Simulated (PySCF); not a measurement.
Species: C5H9N.
Structure used (PBE0-D3(BJ)/def2-SVP), in Å, numbered top down from 1:
```
atom  x, y, z in Å
C1     0.135   -2.478    1.278
N2     0.078   -1.436    0.742
C3     0.009   -0.165    0.086
C4    -0.657    0.829    1.040
C5     1.435    0.277   -0.250
C6    -0.820   -0.330   -1.190
H7    -0.723    1.818    0.563
H8    -1.673    0.496    1.299
H9    -0.077    0.925    1.968
H10    1.414    1.253   -0.756
H11    2.038    0.369    0.664
H12    1.920   -0.453   -0.914
H13   -0.890    0.634   -1.714
H14   -0.354   -1.063   -1.864
H15   -1.836   -0.675   -0.951
```

Computed at PBE0/pcSseg-1 (PySCF, non-relativistic), with Q(14N) = 0.02044 b: N2, 14N (I = 1): χzz = 0.445 MHz, η = 0.000.

**Question.** Find the zero-field quadrupole resonance frequencies of 14N at N2.

**Answer.** From ν± = (3/4)|χ|(1 ± η/3) and ν0 = |χ|η/2: ν+ 0.334 MHz, ν− 0.334 MHz (isocyanide nitrogen).

In a crystal, neighbours and librations shift these lines. Geometry: PBE0-D3(BJ)/def2-SVP; no solvent, vibrations or thermal averaging. These gradients aren't converged with respect to the basis.

The run behind these numbers computed NMR shieldings as well. The run took about 11 s of CPU time (one thread, shared machine).
